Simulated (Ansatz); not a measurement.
# C2H7B (SMILES BCC): wB97M-V/cc-pVDZ

Aim: the energy change on altering one bond length of C2H7B at wB97M-V/cc-pVDZ, from 2 runs. 

The calculation is run with Ansatz 0.2.0.

47 further runs of the same task are left out: 47 set aside as unsound or not needed. Runs told in other sessions of the task aren't counted.

## (1) Starting point

C2H7B has 10 atoms, charge 0, and is taken as a singlet. SMILES: `BCC`. The coordinates come from a PBE0-D4/def2-TZVP relaxation.

Bond lengths: B1–C2 1.551 Å, C2–C3 1.522 Å, B1–H4 1.200 Å, B1–H5 1.199 Å, C2–H6 1.102 Å, C2–H7 1.102 Å, C3–H8 1.093 Å, C3–H9 1.093 Å, C3–H10 1.093 Å. Some angles: B1–C2–C3 118.3°, B1–C2–H6 106.6°, B1–C2–H7 106.4°, C3–C2–H6 111.1°, C3–C2–H7 111.1°, C2–B1–H4 122.2°, C2–B1–H5 119.5°, C2–C3–H8 112.2°, C2–C3–H9 111.1°, C2–C3–H10 111.1°.

## (2) A single-point energy at wB97M-V/cc-pVDZ

File in.yaml:

```yaml
basis:
  gaussian:
    orbitals: cc-pVDZ
crystal:
  periodic: [false, false, false]
  atoms:
    - {symbol: B, position_ang: [-0.923200, 0.854800, -0.729500]}
    - {symbol: C, position_ang: [0.421700, 0.293700, -0.199000]}
    - {symbol: C, position_ang: [0.384700, -0.913600, 0.727600]}
    - {symbol: H, position_ang: [-1.979600, 0.366600, -0.436300]}
    - {symbol: H, position_ang: [-0.919600, 1.807100, -1.458300]}
    - {symbol: H, position_ang: [0.950700, 1.138100, 0.271400]}
    - {symbol: H, position_ang: [1.046800, 0.094100, -1.084500]}
    - {symbol: H, position_ang: [1.384300, -1.226700, 1.039300]}
    - {symbol: H, position_ang: [-0.190300, -0.697600, 1.631400]}
    - {symbol: H, position_ang: [-0.092300, -1.767800, 0.240900]}
hamiltonian:
  xc: {name: wB97M-V}
accuracy: high
output: {orbitals: {seedname: orbitals}}
```

Launch:

```console
$ ansatz run in.yaml --threads 1 --pin off --max-ram 2610MiB --events-out events.jsonl --progress --plain --runs-dir runs
```

Standard output:

```text
Warning: RAYON_NUM_THREADS=1 ignored (pool sized by the plan → 1); use --threads N
Functional definition: wB97M-V
  name "wB97M-V"
  parameter omega = 0.3/bohr
  parameter cx = 0.15
  parameter cx01 = 1.007
  parameter cx10 = 0.259
  parameter css00 = 0.443
  parameter css04 = -1.437
  parameter css10 = -4.535
  parameter css20 = -3.390
  parameter css43 = 4.278
  parameter cos00 = 1.000
  parameter cos10 = 1.358
  parameter cos20 = 2.924
  parameter cos21 = -8.812
  parameter cos60 = -1.390
  parameter cos61 = 9.142
  parameter b = 6.0
  parameter c = 0.01
  gx(w, u) = 1 - cx + cx01*u + cx10*w
  gss(w, u) = css00 + css04*u^4 + css10*w + css20*w^2 + css43*w^4*u^3
  gos(w, u) = cos00 + cos10*w + (cos20 + cos21*u)*w^2 + (cos60 + cos61*u)*w^6
  exchange = spin_sum(e_x_unif_sr(omega)*gx(b97_w, b97_u_x)) + cx*exact_x_sr(omega) + exact_x_lr(omega)
  correlation = spin_sum(e_c_pw_mod_same_spin*gss(b97_w, b97_u_same))
      + integral(e_c_pw_mod_opposite_spin*gos(b97_w_opposite, b97_u_opposite)) + vv10(b, c)
1881 factors; integrals over basis functions are off by at most 3.1e-9 eV
357 factors; integrals over basis functions are off by at most 2.4e-9 eV
mean field evaluation 1: about -2859.1078 eV, gradient 3.2e1 eV
mean field evaluation 2: about -2860.3746 eV, gradient 2.4e1 eV
mean field evaluation 4: about -2861.7422 eV, gradient 3.6e-1 eV
mean field evaluation 8: about -2861.7483 eV, gradient 7.7e-3 eV
mean field evaluation 16: about -2861.7483 eV, gradient 2.0e-6 eV
mean field -2861.74831708 eV, -105.1673108901 hartree, gradient 5.4e-8 eV, S^2 0.000000; 0 other end points of the search recorded, 0 dependent functions left out
reference -2861.74832145 eV, -105.1673110505 hartree; 12, 12 occupied and 65, 65 virtual orbitals, 1881 factors
Total energy: -2861.74832145 eV, -105.1673110505 hartree
```

Wall time 42 s (1 thread of Arm Neoverse V1, shared host); peak memory 0.43 GiB.

## (3) The distorted shape

File input.yaml:

```yaml
crystal:
  periodic: [false, false, false]
  atoms:
    - {symbol: B, position_ang: [-1.016991, 0.884748, -0.596639]}
    - {symbol: C, position_ang: [0.327909, 0.323648, -0.066139]}
    - {symbol: C, position_ang: [0.290909, -0.883652, 0.860461]}
    - {symbol: H, position_ang: [-2.073391, 0.396548, -0.303439]}
    - {symbol: H, position_ang: [-1.013391, 1.837048, -1.325439]}
    - {symbol: H, position_ang: [0.856909, 1.168048, 0.404261]}
    - {symbol: H, position_ang: [1.046800, 0.094100, -1.084500]}
    - {symbol: H, position_ang: [1.290509, -1.196752, 1.172161]}
    - {symbol: H, position_ang: [-0.284091, -0.667652, 1.764261]}
    - {symbol: H, position_ang: [-0.186091, -1.737852, 0.373761]}
basis:
  gaussian: {orbitals: cc-pVDZ}
output: {orbitals: {seedname: orbitals}}
accuracy: high
hamiltonian: {xc: {name: wB97M-V}}
```

Launch:

```console
$ ansatz run input.yaml --threads 1 --pin off --max-ram 2610MiB --events-out events.jsonl --progress --plain --runs-dir runs
```

Standard output, shortened:

```text
Warning: RAYON_NUM_THREADS=1 ignored (pool sized by the plan → 1); use --threads N
[... 2 set-up lines as earlier in the session ...]
[...]
  gx(w, u) = 1 - cx + cx01*u + cx10*w
  gss(w, u) = css00 + css04*u^4 + css10*w + css20*w^2 + css43*w^4*u^3
  gos(w, u) = cos00 + cos10*w + (cos20 + cos21*u)*w^2 + (cos60 + cos61*u)*w^6
[...]
      + integral(e_c_pw_mod_opposite_spin*gos(b97_w_opposite, b97_u_opposite)) + vv10(b, c)
1888 factors; integrals over basis functions are off by at most 3.3e-9 eV
361 factors; integrals over basis functions are off by at most 2.4e-9 eV
[...]
mean field -2861.45650325 eV, -105.1565869296 hartree, gradient 5.5e-8 eV, S^2 0.000000; 0 other end points of the search recorded, 0 dependent functions left out
reference -2861.45650764 eV, -105.1565870910 hartree; 12, 12 occupied and 65, 65 virtual orbitals, 1888 factors
Total energy: -2861.45650764 eV, -105.1565870910 hartree
```

It took 42 s on 1 thread of Arm Neoverse V1, shared host; peak memory 0.42 GiB.

## (4) Results

At wB97M-V/cc-pVDZ:

```
                                                         quantity          value
                                        first shape: total energy  -105.16731 Eh
                                         first shape: HOMO energy      -11.02 eV
                                         first shape: LUMO energy        0.93 eV
                                       first shape: HOMO–LUMO gap       11.95 eV
                                    distorted shape: total energy  -105.15659 Eh
                                     distorted shape: HOMO energy      -10.95 eV
                                     distorted shape: LUMO energy        0.88 eV
                                   distorted shape: HOMO–LUMO gap       11.84 eV
energy change with the C2–H7 bond stretched from 1.102 to 1.267 Å       0.292 eV
```

**Reading.** With the C2–H7 bond stretched from 1.102 to 1.267 Å the energy rises by 0.29 eV (6.7 kcal/mol). The first shape isn't relaxed at this level, so the change isn't measured from a minimum.
